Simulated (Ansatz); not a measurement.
HBN, quartet: the ladder up to full CI

Geometry: a PBE0/def2-TZVP stationary point for this spin, not checked as a minimum.

```xyz
3

B     0.0000   -0.1852    0.7730
N     0.0000    0.0874   -0.7050
H     0.0000    0.7718    1.5065
```

Basis 6-31G; Ansatz 0.2.0. Only valence electrons are correlated (noble-gas cores frozen), which leaves 9 electrons in 18 orbitals. R marks a restricted (for open shells ROHF) determinant, U an unrestricted one. Active spaces: pair = (5e, 5o) about the gap; valence = (9e, 9o) chosen from the atoms' valence shells.

Full CI is exact within this basis and frozen core; it isn't the basis-set limit. The frozen core follows each run's orbitals, which can shift R against U totals by a few meV.

For open shells CISD is restricted-active-space CI with the open shells as a complete middle space.

```
UHF ⟨S²⟩                          : 3.757
T1 diagnostic (RCCSD)             : 0.0242
largest doubles amplitude (RCCSD) : 0.031
T1 diagnostic (UCCSD)             : 0.0220
```

```csv
level,E − E(RHF) (eV)
UHF,-0.0880
RMP2,-2.3829
UMP2,-2.3985
RCCSD,-2.9944
UCCSD,-2.9960
RCCSD(T),-3.0487
UCCSD(T),-3.0495
```

Task: Estimate how far full CI in 6-31G lies from RCCSD(T). The table doesn't fix it; the size of (T) and the diagnostics are the guide.

Result: Full CI in 6-31G lies 0.49 kcal/mol below RCCSD(T), which is 39 % of the (T) step (-1.25 kcal/mol). The diagnostics give no warning, yet the rest is a sizeable part of (T).

The other levels:

| level | E − E(full CI) (kcal/mol) | share of correlation (%) | wall time |
| --- | --- | --- | --- |
| CISD | 4.00 | 94.35 | 0.48 s |
| BCCD(T) | 0.51 | 99.27 | 0.57 s |
| RCCSDT | 0.08 | 99.88 | – |
| UCCSDT | 0.06 | 99.91 | – |
| RCCSDT(Q) | 0.01 | 99.98 | 1.9 s |
| UCCSDT(Q) | -0.02 | 100.02 | 1.8 s |
| RCCSDTQ | 0.00 | 100.00 | 25 s |
| CASSCF (pair space) | 59.55 | 15.88 | – |
| MRCISD (pair space) | 3.58 | 94.94 | – |
| MRCISD+Q (pair space) | 0.59 | 99.16 | 0.84 s |
| CASSCF (valence space) | 35.73 | 49.53 | – |
| NEVPT2 (valence space) | 8.75 | 87.64 | 1.4 s |
| NEVPT4(SD) (valence space) | 1.30 | 98.17 | 2.6 s |
| MRCISD (valence space) | 1.27 | 98.21 | – |
| MRCISD+Q (valence space) | 0.37 | 99.47 | 2.8 s |

The correlation energy at full CI, counted from RHF, is -3.070 eV. That run took 91 s on 1 thread of INTEL XEON PLATINUM 8581C, shared host over 7,588,672 determinants.

Times hold each run's SCF and search for its determinant on a shared host, so for small cases they say little of a method's own cost; they ran on 1 thread of INTEL XEON PLATINUM 8581C. Some runs computed forces too.

The full-CI state has the irrep A'' of Cs, in the program's axes.

Natural occupations of full CI about the gap: 1.980 1.966 1.960 0.998 0.991 0.990 0.030 0.026 0.021 0.013; effectively unpaired electrons, Σ n²(2−n)², 3.02.
